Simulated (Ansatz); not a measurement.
Rutile SnO2: LDA at its full settings (plane-wave cutoff 520 eV, 8×8×10 k mesh (along the axes of the cell as run), Fermi–Dirac smearing 0.01 eV, scalar-relativistic PAW data made under PBE) and at cheaper ones, in a cell of 6 atoms with Γ-centred meshes.

| level and setting | equilibrium lattice constant a (Å) | c axis length (Å) | bulk modulus (GPa) |
|---|---|---|---|
| LDA (Ansatz) | 4.723 | 3.190 | 203 |
| LDA (Γ point alone) (Ansatz) | 5.331 | 2.855 | 40.8 |
| LDA (2×2×2 k mesh) (Ansatz) | 4.672 | 3.243 | 212 |
| LDA (4×4×4 k mesh) (Ansatz) | 4.721 | 3.192 | 204 |

Largest shifts from the full settings: lattice constant a +12.9 % (LDA (Γ point alone)), against a difference of -0.30 % of the full result from the reference 4.737 Å (measured, room temperature, no zero-point or thermal correction; as tabulated in Hiroi (2015), arXiv:1503.02262); lattice parameter c -10.5 % (LDA (Γ point alone)), against a difference of +0.13 % of the full result from the reference 3.186 Å (measured, room temperature, no zero-point or thermal correction; as tabulated in Hiroi (2015), arXiv:1503.02262); bulk modulus -80 % (LDA (Γ point alone)), against a difference of -4.2 % of the full result from the reference 212 GPa (measured, temperature not stated, no zero-point or thermal correction, from measured elastic constants; as tabulated in Toher et al. (2017), arXiv:1611.05714).

The full settings aren't shown to be converged themselves.

Ansatz's density-functional and Hartree–Fock values are scalar-relativistic unless marked +SOC, with PAW data made under PBE.

Run with cheap settings on purpose, which may leave them unconverged: LDA (2×2×2 k mesh), LDA (4×4×4 k mesh), LDA (Γ point alone).

Ansatz is a quantum-chemistry and plane-wave program.
